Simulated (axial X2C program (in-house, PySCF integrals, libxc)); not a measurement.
Working with the constants of NaH⁻

A bond curve at the CCSD(T) level, two-component, was computed with an axial X2C code built on PySCF integrals (basis Na dyall-av3z [10s9p5d2f], H dyall-av3z [7s3p2d] (cores contracted in-house)) for the state Ω = 1/2 (⟨Sz⟩ = 0.50, ⟨Lz⟩ = 0.00 at HF). Its fit gives Re = 2.0002 Å, ωe = 936.3 cm⁻¹, ωexe = 23.8 cm⁻¹ and αe = 1.762e-01 cm⁻¹; the masses are 22.9898 and 1.0078 u. Two-component means X2C with spin–orbit coupling and atomic mean-field Coulomb and Gaunt terms.

Correlated methods: 11 electrons correlated (number of frozen shells: Na 1 s; H none), 187 virtual spin orbitals or spinors in MP2, 90 natural virtuals in coupled cluster.

Q: Find the reduced mass, Be and the force constant.

A: From the CCSD(T) values: μ = 0.9655 u. Be = 16.8576/(μ Re²) = 4.364 cm⁻¹. k = 5.8918×10⁻⁷ μ ωe² = 0.499 mdyn/Å.

Q: A Morse curve ties αe to the other constants (Pekeris). How well does that hold?

A: αe(Morse) = 6Be²/ωe × (√(ωexe/Be) − 1) = 1.630e-01 cm⁻¹; the CCSD(T) curve gives 1.762e-01 cm⁻¹, a ratio of 0.92.

Q: Estimate De from a Morse curve and compare with the computed well depth of 1.544 eV to Na + H-.

A: De(Morse) = ωe²/(4ωexe) = 1.142 eV against 1.544 eV computed, a ratio of 0.74. The extrapolation falls short: long-range attraction (ionic or ion–induced dipole) or a change of character along the curve can cause this.

Q: Estimate the centrifugal constant by the Kratzer relation.

A: D = 4Be³/ωe² = 3.79e-04 cm⁻¹.

Q: Scale the constants to the deuteride (D 2.0141 u) within the Born–Oppenheimer picture.

A: ρ = √(μH/μD) = 0.7220; ωe = 676.1, ωexe = 12.4, Be = 2.275 cm⁻¹; the zero-point energy falls by 127 cm⁻¹.

The state is one determinant whose occupation by symmetry is held fixed; it was picked as the lowest of a PBE0 search that is not exhaustive. De is counted from the lowest determinant-based energies of the atoms at the same level, without counterpoise correction. CCSD and (T) use frozen natural virtuals with an MP2 correction for the truncation; (T) itself is uncorrected, so its De runs slightly low.
